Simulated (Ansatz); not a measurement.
This geometry of BFH4O (7 atoms, charge 0, multiplicity 1) is a first-order saddle point.

Level of theory: RKS B3LYP-D4/def2-SVP (Ansatz 0.2.0).

```xyz
7
Properties=species:S:1:pos:R:3
B 0.072 -0.275 -0.076
F -0.051 0.111 1.544
H 1.136 0.147 -0.443
H -0.963 0.041 -0.609
O 0.128 -1.709 0.379
H -0.702 -2.172 0.197
H 0.021 -0.996 1.453
```

Which two structures does it join? (They come from a converged band through this point; their orientation in space is the band's.)

Bonds broken: B1–F2, O5–H7. Bonds formed: F2–H7. BFH4O becomes BH3O + FH.

Image 0:

```xyz
7
Properties=species:S:1:pos:R:3
B -0.010 0.005 0.060
F -0.396 0.488 1.287
H 1.158 0.182 -0.229
H -0.858 0.048 -0.811
O 0.015 -1.720 0.361
H -0.873 -1.980 0.660
H 0.606 -1.877 1.117
```

Image 8:

```xyz
7
Properties=species:S:1:pos:R:3
B -0.154 -0.318 -0.569
F 0.884 -0.527 2.561
H 0.568 0.591 -0.260
H -0.660 -0.428 -1.660
O -0.396 -1.260 0.381
H -0.979 -1.981 0.109
H 0.379 -0.930 1.883
```

How far does it lie above each of them?

0.87 eV above the first and 0.53 eV above the second. This is the barrier of this one path; another mechanism may lie lower. The orbitals stay closed-shell, which can raise the energy where a bond breaks towards radicals; this wasn't checked here.

Run time: 100 s on 1 thread of Arm Neoverse V2, with other jobs on the host, peak memory 0.11 GiB.
